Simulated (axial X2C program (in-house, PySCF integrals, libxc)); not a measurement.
## Ionising F₂

All values come from calculations with an in-house relativistic program for diatomic molecules, spin-free (one-electron X2C) or two-component (2c: spin–orbit coupling with atomic mean-field Coulomb and Gaunt terms, which also bring small scalar terms), in Dyall basis sets with cores contracted in-house; open shells are unrestricted.

Basis sets: F dyall-av3z. Frozen shells (counts by l): F₂ F 1s, 14 electrons correlated; F₂⁺ F 1s, 13 electrons correlated. Where the outer core of a metal is frozen, bonds come out longer and ionisation energies lower.

| Hamiltonian | level | F₂ state | Re (Å) | ωe (cm⁻¹) | De (eV) |
| --- | --- | --- | --- | --- | --- |
| spin-free | HF | M_S = 0, Λ = 0 | 1.328 | 1265.7 | -1.45 |
| spin-free | PBE0 | M_S = 0, Λ = 0 | 1.376 | 1099.0 | 1.53 |
| spin-free | MP2 | M_S = 0, Λ = 0 | 1.402 | 997.0 | 1.80 |
| 2c | HF | Ω = 0 | 1.328 | 1265.5 | -1.47 |
| 2c | PBE0 | Ω = 0 | 1.376 | 1098.8 | 1.53 |
| 2c | MP2 | Ω = 0 | 1.402 | 997.0 | 1.78 |

Adiabatic ionisation energy (minimum to minimum, no zero-point term) and constants of F₂⁺:

| Hamiltonian | level | F₂⁺ state | IE (eV) | Re (Å) | ωe (cm⁻¹) | De (eV) | fragments |
| --- | --- | --- | --- | --- | --- | --- | --- |
| spin-free | HF | M_S = 1/2, Λ = 1 | 15.21 | 1.213 | 1578.4 | -1.03 | F+ + F |
| spin-free | PBE0 | M_S = 1/2, Λ = 1 | 15.50 | 1.274 | 1299.2 | 3.46 | F+ + F |
| spin-free | MP2 | M_S = 1/2, Λ = 1 | 15.31 | 1.355 | 862.9 | 3.78 | F+ + F |
| 2c | HF | Ω = 3/2 | 15.18 | 1.213 | 1578.2 | -1.01 | F+ + F |
| 2c | PBE0 | Ω = 3/2 | 15.47 | 1.274 | 1299.2 | 3.48 | F+ + F |
| 2c | MP2 | Ω = 3/2 | 15.28 | 1.355 | 864.5 | 3.78 | F+ + F |

**Question.** Add the zero-point terms to the ionisation energy at MP2, 2c, and say whether the electron removed was bonding.

**Answer.** IE0 = IE + (ωe⁺ − ωe)/2 = 15.28 + (-0.008) = 15.27 eV. Re changes by -0.047 Å, so the bond shortens, as on loss of an antibonding or a polarising non-bonding electron.

**Question.** Close the cycle De(F₂⁺) + IE(F₂) = De(F₂) + IE(F) to find the atomic ionisation energy at MP2, 2c.

**Answer.** IE(F) = 3.78 + 15.28 − 1.78 = 17.28 eV, for the determinants used.

Each entry is the lowest single determinant of a limited PBE0 search at one distance. De goes to single-determinant-based atoms at the same level (for ions the charge split of lowest energy) and is withheld (n/a) where an atom does not fit its ground term or J level. Main or longest-lived isotopes. Some light 2c atoms are not at their ground J level, so De misses part of their lowering (0.04 eV or less). The functionals have no current term, which raises determinants with orbital currents.
